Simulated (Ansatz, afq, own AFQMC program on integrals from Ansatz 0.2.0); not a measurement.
Where AFQMC and coupled cluster stand for Be2H2, singlet

```tsv
atom	x (Å)	y (Å)	z (Å)
Be	0.0000	0.0000	0.9545
Be	0.0000	0.0000	-0.9545
H	0.0000	0.0000	2.3020
H	0.0000	0.0000	-2.3020
```

Connectivity, by distances: BeH–BeH.

Basis cc-pVDZ. Noble-gas cores (and the filled d shells of Ga–Kr and In–Xe) are frozen. AFQMC by an in-house program on the Cholesky factors that Ansatz 0.2.0 writes for its CCSD(T) run. The CISD trial takes its coefficients from CCSD amplitudes. Released means that phaseless walkers are propagated on without the constraint, phases kept. ± is one standard error of the sampling.

Determinant: RHF, the one that the program's search chose, which needn't be the lowest solution. The geometry is a point of a scan.

Full CI on the same integrals is exact in this basis and with this determinant's frozen core.

Cautions: the ph-AFQMC/CISD walk drifts between its halves (2.9 errors).

- T1 diagnostic: 0.0072
- weight of the determinant in the CISD state: 0.915
- size of the correlated space: 6 electrons in 36 orbitals

```json
{"level": "MP2", "correlation energy (eV)": "-2.1559"}
{"level": "CCSD", "correlation energy (eV)": "-2.9446"}
{"level": "CCSD(T)", "correlation energy (eV)": "-2.9820"}
```

(1) Estimate where full CI lies against CCSD(T) on the same integrals.

(1) 1.4 kJ/mol below CCSD(T).

Reference: full CI, correlation energy -2.996 eV. The released energy is read at 2.40 1/Eh (meV from the phaseless value at times in 1/Eh: -1 ± 4 at 0.24, -4 ± 3 at 0.51, -6 ± 3 at 0.99, -9 ± 3 at 1.62, -10 ± 3 at 2.40).

| level | E − E(reference) (kJ/mol) | share of correlation (%) |
| --- | --- | --- |
| CCSD(T) | 1.4 | 99.53 |
| CCSDT | 0.2 | 99.95 |
| CCSDT(Q) | 0.0 | 99.99 |
| ph-AFQMC/CISD | 1.2 ± 0.3 | 99.57 |
| released AFQMC | 0.2 ± 0.3 | 99.92 |

CCSDT and higher add their correlation energy to the determinant of the CCSD(T) run, since their own runs factorise the integrals more tightly (a shift of under 2 meV). A walk keeps the symmetry of its determinant, which the program's search chose and which needn't be the lowest solution, so a lower state of the same spin and another symmetry isn't excluded. Released energies are given only where the last usable release times agree within the noise; a slower fall can still hide under it.
